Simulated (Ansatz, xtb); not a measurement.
# C4H6ClF: which of two isomers lies lower

Structure I: `F[C@@H]1CC[C@@H]1Cl`, a singlet. Structure II: `FC1(Cl)CCC1`, a singlet. Both are isolated molecules in the gas phase, relaxed with B3LYP-D3(BJ)/def2-SVP.

Quicker runs give these differences E(II) − E(I): GFN2-xTB −0.210 eV; HF/STO-3G −0.226 eV (at GFN2-xTB geometries); r2SCAN-D4/def2-SVP −0.218 eV (at GFN2-xTB geometries).

**Question.** Estimate E(II) − E(I) at the level CCSD(T)/def2-SVP + ΔMP2/def2-TZVPP.

**Answer.** Calculated at CCSD(T)/def2-SVP + ΔMP2/def2-TZVPP: E(II) − E(I) = −0.164 eV, so structure II lies lower.

The same difference at several levels:

```csv
level,geometry,E(II) − E(I) (eV),departure from the last row (eV),"job, with rough time for the two"
GFN2-xTB,GFN2-xTB,−0.210,−0.045,"optimisation, 0.17 s"
HF/STO-3G,GFN2-xTB,−0.226,−0.062,"single point, 0.36 s"
r2SCAN-D4/def2-SVP,GFN2-xTB,−0.218,−0.054,"single point, 4.9 s"
B3LYP-D3(BJ)/def2-SVP,B3LYP-D3(BJ)/def2-SVP,−0.190,−0.025,"optimisation, 51 s"
HF/def2-SVP,B3LYP-D3(BJ)/def2-SVP,−0.127,+0.038,part of the CCSD(T) run
MP2/def2-SVP,B3LYP-D3(BJ)/def2-SVP,−0.194,−0.029,part of the CCSD(T) run
CCSD(T)/def2-SVP,B3LYP-D3(BJ)/def2-SVP,−0.179,−0.015,single point
CCSD(T)/def2-SVP + ΔMP2/def2-TZVPP,B3LYP-D3(BJ)/def2-SVP,−0.164,,"single point, 58 s"
```

As drawn, both hold the same kinds of bond in the same numbers.

None of the levels shown reverses the order. The largest departure from CCSD(T)/def2-SVP + ΔMP2/def2-TZVPP is that of HF/STO-3G, 0.062 eV. The last row adds to CCSD(T) the change of the MP2 difference between the two basis sets, here +0.015 eV.

With thermal terms from frequencies at re-optimised GFN2-xTB minima (ideal gas, soft modes damped towards free rotors, one conformer each, 298.15 K, 1 atm): the zero-point term adds −0.007 eV; ΔH is −0.169 and ΔG −0.168 eV.

The correlated steps freeze 10 core orbitals. Mirror images aren't counted in ΔG. Run with Ansatz 0.2.0, xtb 6.7.1; the last row on 2 threads of Arm Neoverse V2 on a shared host.
